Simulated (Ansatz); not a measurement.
Reaction: C2H3F (SMILES C=CF) → C2H2F (SMILES [CH]=CF, doublet) + H (doublet) (the C-H bond breaks)
Each species at its own B3LYP-D3(BJ)/def2-TZVP minimum (Ansatz, a quantum-chemistry and plane-wave program).

Total energies in hartree (Ansatz). Radicals and triplets start from unrestricted determinants; spin-orbit coupling is neglected. Correlated methods leave the cores frozen. No relativity. Where a partner has so few electrons that a lower coupled-cluster level is exact, that level stands in. The UHF reference of C2H2F ([CH]=CF, doublet) is spin-contaminated (<S^2> up to 0.18 over the pure value in the sets run).

| species | HF/cc-pVTZ | CCSD(T)/cc-pVTZ | HF/cc-pVQZ | CCSD(T)/cc-pVQZ | CCSD(T)/cc-pVDZ | CCSDT(Q)/cc-pVDZ |
|---|---|---|---|---|---|---|
| 1: C2H3F (SMILES C=CF) | -176.95362 | -177.57071 | -176.96725 | -177.62568 | -177.38740 | -177.38921 |
| 2: C2H2F (SMILES [CH]=CF, doublet) | -176.30333 | -176.87773 | -176.31690 | -176.93147 | -176.70070 | -176.70310 |
| 3: H (doublet) | -0.49981 | -0.49981 | -0.49995 | -0.49995 | -0.49928 | -0.49928 |

**Question.** Work out the bond dissociation energy (electronic) in kcal/mol: take Hartree-Fock from cc-pVQZ, extrapolate the CCSD(T) correlation energy as X^-3 (X = 3, 4), and add CCSDT(Q) - CCSD(T) in cc-pVDZ. 1 hartree = 627.51 kcal/mol.

**Answer.** 
Species 1: correlation (64·(-0.65843) - 27·(-0.61709))/37 = -0.68860; step -0.00181; E1 = -176.96725 + (-0.68860) + (-0.00181) = -177.65766
Species 2: correlation (64·(-0.61457) - 27·(-0.57440))/37 = -0.64388; step -0.00240; E2 = -176.31690 + (-0.64388) + (-0.00240) = -176.96318
Species 3: correlation (64·(0.00000) - 27·(0.00000))/37 = 0.00000; step +0.00000; E3 = -0.49995 + (0.00000) + (+0.00000) = -0.49995
-1·E1 +1·E2 +1·E3 = 0.19453 hartree = 122.1 kcal/mol.
